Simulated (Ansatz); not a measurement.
# High-frequency dielectric constant of hexagonal BN at several levels of theory

No measured value is used here.

```json
[
 {"level (code)": "LDA (Ansatz)", "value": "4.21", "cell (Å³/atom)": "8.71"},
 {"level (code)": "PBE (Ansatz)", "value": "3.29", "cell (Å³/atom)": "11.66"},
 {"level (code)": "PBE-D4 (Ansatz)", "value": "[?]", "cell (Å³/atom)": "8.92"},
 {"level (code)": "r²SCAN (Ansatz)", "value": "3.70", "cell (Å³/atom)": "9.32"},
 {"level (code)": "r²SCAN-D4 (Ansatz)", "value": "3.83", "cell (Å³/atom)": "8.93"}
]
```

Task: Fill in the missing entries.

Result: 
- PBE-D4 (Ansatz, a first-principles code), value: 4.11

For crystals that are not cubic the mean over three axes is given.  LDA: LDA has no dispersion term either, though it tends to give short spacings of layers, chains or molecules. PBE, r²SCAN: the cell comes from a level without a dispersion term, which matters for the spacing of layers, chains or molecules. Each level is taken at its own relaxed cell. Cutoffs differ between the levels. Ansatz's density-functional and Hartree–Fock values are scalar-relativistic unless marked +SOC, with PAW data made under PBE.
